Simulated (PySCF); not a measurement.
**`C(=C)C=S`, C₃H₄S**

Molfile (atoms numbered from 1):
```
C3H4S
     RDKit          3D

  8  7  0  0  0  0  0  0  0  0999 V2000
   -1.2572    0.1843   -0.0821 C   0  0  0  0  0  0  0  0  0  0  0  0
   -0.0996   -0.4477    0.1288 C   0  0  0  0  0  0  0  0  0  0  0  0
    1.1715    0.1863   -0.0345 C   0  0  0  0  0  0  0  0  0  0  0  0
    2.5927   -0.5667    0.2148 S   0  0  0  0  0  0  0  0  0  0  0  0
   -2.2060   -0.3080    0.0442 H   0  0  0  0  0  0  0  0  0  0  0  0
   -1.2845    1.2172   -0.3898 H   0  0  0  0  0  0  0  0  0  0  0  0
   -0.0790   -1.4840    0.4378 H   0  0  0  0  0  0  0  0  0  0  0  0
    1.1713    1.2280   -0.3438 H   0  0  0  0  0  0  0  0  0  0  0  0
  1  2  2  0
  2  3  1  0
  3  4  2  0
  1  5  1  0
  1  6  1  0
  2  7  1  0
  3  8  1  0
M  END
```

Theory: PySCF 2.14.0, quadratic response BHandHLYP/def2-SVPD first hyperpolarisability, Taylor convention, gas phase. Geometry: GFN2-xTB.

(1) What is the first hyperpolarisability, and how does it disperse?

Answers

(1) In au, Taylor convention; the vector part is βᵢ = ⅓ Σⱼ (βᵢⱼⱼ + βⱼᵢⱼ + βⱼⱼᵢ); β∥ is 3/5 of the vector part along the dipole, the dipole points from − to +:
| process | λ (nm) | β vector norm | β∥ | β HRS | depolarisation ratio |
| --- | --- | --- | --- | --- | --- |
| static β(0;0,0) | ∞ | 390.2 | 225.7 | 154.1 | 5.96 |
| second harmonic β(−2ω;ω,ω) | 1550 | 446.8 | 258.5 | 176.6 | 5.79 |
| Pockels β(−ω;ω,0) | 1550 | 407.7 | 235.8 | – | – |
| Pockels β(−ω;ω,0) | 1064 | 428.9 | 248.2 | – | – |
| Pockels β(−ω;ω,0) | 694.3 | 491.7 | 284.6 | – | – |

Second harmonics within 0.3 eV of the first excitation or beyond it are left out.

**Question.** Which lowest excitations, dipole and polarisabilities go with it?

**Answer.** S1 2.29 eV (f = 0.000); S2 4.96 eV (f = 0.567); S3 6.46 eV (f = 0.006); dipole 3.18 D; isotropic α 64.7 au static, 65.3 au at 1550 nm, 66.1 au at 1064 nm, 67.5 au at 775 nm, 68.2 au at 694.3 nm.
